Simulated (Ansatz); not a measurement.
`CSCS` → `SCCS`  (isomerisation)

Gas-phase electronic energies from Ansatz, PBE0-D4/def2-TZVP geometries. CBS: MP2 limit from def2 TZ/QZ plus the TZ coupled-cluster correction, frozen cores. This one scheme is used for every species. Functionals use def2-TZVPP. Each species was taken in one conformer, which may not be the lowest.

`CSCS`:

Cartesian coordinates in Å:
```
C 0.558 -0.365 -1.431
S 1.253 -0.075 0.197
C -0.146 0.706 1.006
S -1.643 -0.296 1.195
H 0.362 0.574 -1.952
H 1.295 -0.937 -1.995
H -0.362 -0.947 -1.350
H 0.214 1.034 1.981
H -0.463 1.591 0.451
H -1.068 -1.284 1.899
```

`SCCS`:

```xyz
10

S     0.029    1.942    0.057
C    -0.116    0.385   -0.851
C     0.424   -0.829   -0.119
S    -0.490   -1.282    1.375
H    -0.956    1.697    0.935
H     0.462    0.543   -1.766
H    -1.157    0.234   -1.140
H     1.477   -0.696    0.132
H     0.348   -1.707   -0.768
H    -0.022   -0.287    2.146
```

```
             level  ΔE (kcal/mol)
           PBE0-D4           -1.2
           ωB97X-V           -1.7
           ωB97M-V           -1.6
               PBE           -0.5
              PBE0           -1.2
     HF/def2-TZVPP           -2.2
SCS-MP2/def2-TZVPP           -2.0
    CCSD/CBS(def2)           -2.1
```

(1) What does CCSD(T)/CBS give? (Estimate.)

Largest T1 diagnostic among the species: 0.011.

## Answers

(1) Ansatz gave: -1.8 kcal/mol. The listed levels differ from it by 0.6, 0.1, 0.2, 1.3, 0.6, -0.4, -0.2, -0.3 kcal/mol.
